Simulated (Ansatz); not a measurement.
# CHSi+ (triplet): the correlation ladder, 6-31G

Aim: climb from Hartree-Fock through coupled cluster and multireference methods for CHSi+ (triplet) at one geometry and basis, and see what each rung misses.

The runs use Ansatz 0.2.0, Gaussian basis; 6-31G, core rule «outside noble gas», up to 6 orbitals frozen.

To be run: UHF; CCSD(T) on ROHF; CCSD(T) on UHF; BCCD(T) on ROHF; CISD; CCSDT(Q) on ROHF; CCSDT(Q) on UHF; CISDTQ; CCSDTQ on ROHF; CCSDTQ on UHF; CASSCF and MRCISD+Q, 8 electrons in 9 orbitals; CASSCF and NEVPT2, 8 electrons in 9 orbitals; Full CI.

18 further runs of the same task are left out: 6 that didn't finish, 12 set aside as unsound or not needed.

## 1. The system

The geometry is a PBE0/def2-TZVP stationary point (not a proven minimum) of the parent state, kept for this charge and spin.

3 atoms, charge 1, spin multiplicity 3.

Atoms are counted from 1 here; the program's logs count them from 0.

Bond lengths: Si1–C2 1.893 Å, C2–H3 1.096 Å. Angles: Si1–C2–H3 133.1°.

Geometry (Å):

```xyz
3
charge 1, multiplicity 3
Si    0.0000    0.0326    0.6172
C     0.0000   -0.1270   -1.2686
H     0.0000    0.6065   -2.0825
```

## 2. UHF

File in.yaml:

```yaml
crystal:
  periodic: [false, false, false]
  atoms:
    - {symbol: Si, position_ang: [0.000000, 0.032553, 0.617233]}
    - {symbol: C, position_ang: [0.000000, -0.127023, -1.268554]}
    - {symbol: H, position_ang: [0.000000, 0.606549, -2.082531]}
basis:
  gaussian: {orbitals: 6-31G}
total_charge: 1
magnetization: {spin_polarized: true, initial_magnetization: 2}
hamiltonian: {xc: hf}
output: {orbitals: {seedname: orbitals}}
```

Started as:

```sh
$ ansatz run in.yaml --threads 1 --pin off --events-out ev --progress --plain --max-ram 2393MiB
```

Further steps of the session: CCSD(T) on ROHF; CCSD(T) on UHF; BCCD(T) on ROHF; CISD; CCSDT(Q) on ROHF; CCSDT(Q) on UHF; CISDTQ; CCSDTQ on ROHF; CCSDTQ on UHF; CASSCF and MRCISD+Q, 8 electrons in 9 orbitals; CASSCF and NEVPT2, 8 electrons in 9 orbitals; Full CI.

**Question.** What will the summary of the whole plan be? Wanted: FCI below the RHF energy; RMP2 from FCI; UMP2 from FCI; RCCSD from FCI; RCCSD(T) from FCI; UCCSD(T) from FCI; RCCSDT(Q) from FCI; UCCSDT(Q) from FCI; NEVPT2 valence from FCI.

As calculated:

| quantity | value |
| --- | --- |
| FCI below the RHF energy | -3.3103 eV |
| RMP2 from FCI | +90.4 kJ/mol |
| UMP2 from FCI | +87.1 kJ/mol |
| RCCSD from FCI | +11.5 kJ/mol |
| RCCSD(T) from FCI | +3.7 kJ/mol |
| UCCSD(T) from FCI | +3.7 kJ/mol |
| RCCSDT(Q) from FCI | +0.1 kJ/mol |
| UCCSDT(Q) from FCI | 0.0 kJ/mol |
| NEVPT2 valence from FCI | +21.2 kJ/mol |
| MRCISD+Q valence from FCI | +1.0 kJ/mol |
| levels within 1 kcal/mol (43 meV) | RCCSD(T), UCCSD(T), BCCD(T), RCCSDT, UCCSDT, CISDTQ, RCCSDT(Q), UCCSDT(Q), RCCSDTQ, UCCSDTQ, MRCISD valence, MRCISD+Q valence |
| T1 diagnostic | 0.056 |
| effectively unpaired electrons | 2.09 |

In words: RCCSD(T) lands +3.7 kJ/mol from the yardstick (1.1 % of the correlation energy). The occupations are near whole numbers, but T1 = 0.056 shows that the orbitals relax strongly. Of the multireference levels listed MRCISD+Q valence comes nearest in total energy (+1.0 kJ/mol), which doesn't show that its space is the better one. These misses are within one basis, not against nature; the frozen cores of restricted and unrestricted runs differ, which can shift their rows.
